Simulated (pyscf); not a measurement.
Structures and frequencies: ωB97X-D3(BJ)/def2-SVP in PySCF.

For the elementary gas-phase step `[F][CH][F]` [doublet] + `[SiH4]` -> `[F][CH2][F]` + `[SiH3]` [doublet] (doublet surface; H–Si broken, C–H formed), what barrier and reaction energy does ωB97M-D3(BJ)/def2-TZVP give, measured from the separated reactants?

ΔE‡ = 38.1 kJ/mol, ΔE = -43.8 kJ/mol. Zero-point energy shifts the barrier by -3.5 kJ/mol. It is a hydrogen abstraction, with an imaginary mode of 1263i cm⁻¹. This is the saddle that the search found; another between the same sides may lie lower. The angle at the transferred H is 167°.
